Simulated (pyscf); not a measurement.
Elementary routes open to H₂O + HB=O in the gas phase (singlet surface):
A. O=B–OH + H₂ (B–H, H–O broken; B–O, H–H formed)
B. HO–BH–OH (H–O broken; B–O, H–O formed)

Single points on ωB97X-D3(BJ)/def2-SVP structures (PySCF, gas phase).

Question: Rank the routes by free-energy barrier at 900 K, lowest first, for ωB97M-D3(BJ)/def2-TZVP energies (ideal gas, 1 atm, RRHO with modes under 100 cm⁻¹ raised to 100, one conformer, R ln 2 for chiral ones without a mode under 150 cm⁻¹).

Answer: B (36.7 kcal/mol), A (61.7 kcal/mol)

Route B is the fastest of these, ahead of the next by 25.0 kcal/mol. The most stable products are those of A (ΔG = -15.9 kcal/mol), whose barrier is 25.0 kcal/mol higher: the kinetic and the thermodynamic product differ. At 298 K B is still the fastest. A: On the reactant side the descent ends in a complex, 4.7 kcal/mol under the separated species and 40.9 kcal/mol under the saddle at ωB97X-D3(BJ)/def2-TZVP. B: On the reactant side the descent ends in a complex, 4.7 kcal/mol under the separated species and 13.4 kcal/mol under the saddle at ωB97X-D3(BJ)/def2-TZVP. Only these routes are compared; each barrier is that of the saddle found, and lower ones may exist.
